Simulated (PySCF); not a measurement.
Species: C₃H₃, net charge -1, singlet state. It need not be the lowest isomer of its formula. Whether it binds its extra electron was not tested at this geometry. SMILES: C#C[CH2-]
Geometry: optimised at B3LYP-D3(BJ)/def2-TZVP (Ansatz).

Dispersion corrections to the total energy (kcal/mol) from the dftd3 and dftd4 libraries through PySCF: D3(BJ) without and D4 with the three-body term, each with the damping fitted for the functional named.

```json
[
 {"functional": "BP86", "D3(BJ)": "(withheld)", "D4": "-2.82"},
 {"functional": "TPSSh", "D3(BJ)": "-2.05", "D4": "-2.69"},
 {"functional": "B2GP-PLYP", "D3(BJ)": "-1.06", "D4": "-0.89"},
 {"functional": "TPSS", "D3(BJ)": "-2.27", "D4": "-2.98"},
 {"functional": "HSE06", "D3(BJ)": "-1.10", "D4": "-1.67"},
 {"functional": "PBE0", "D3(BJ)": "(withheld)", "D4": "-1.81"},
 {"functional": "HF", "D3(BJ)": "-17.62", "D4": "(withheld)"}
]
```

Fill in the missing entries.


- BP86, D3(BJ): -2.78
- PBE0, D3(BJ): -1.53
- HF, D4: -8.93
